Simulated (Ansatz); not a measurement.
A calculation on fcc Ir returned lattice constant a 3.831 Å, bulk modulus 394 GPa.

For reference: lattice constant a 3.831 Å (measured, static lattice: zero-point anharmonic expansion removed; as tabulated in Mejia-Rodriguez and Trickey (2018), arXiv:1807.09216); bulk modulus 365 GPa (measured, corrected for temperature and zero-point phonon effects; as tabulated in Levämäki et al. (2014), arXiv:1402.3671).

Task: Which level of theory produced these numbers?
A) LDA (Ansatz (a quantum-chemistry and plane-wave program))
B) B3LYP (VWN-RPA form) (Ansatz)
C) r²SCANh (Ansatz)
D) PBE (Ansatz)

Result: C, r²SCANh (Ansatz)

The others give: LDA 3.811 Å, 405 GPa; B3LYP (VWN-RPA form) 3.885 Å, 340 GPa; PBE 3.871 Å, 347 GPa.

Unless a cell is named, each level is at its own relaxed cell (B3LYP (VWN-RPA form) 14.66, LDA 13.84, PBE 14.50, r²SCANh 14.05 Å³/atom).

Ansatz's density-functional and Hartree–Fock values are scalar-relativistic unless marked +SOC, with PAW data made under PBE.
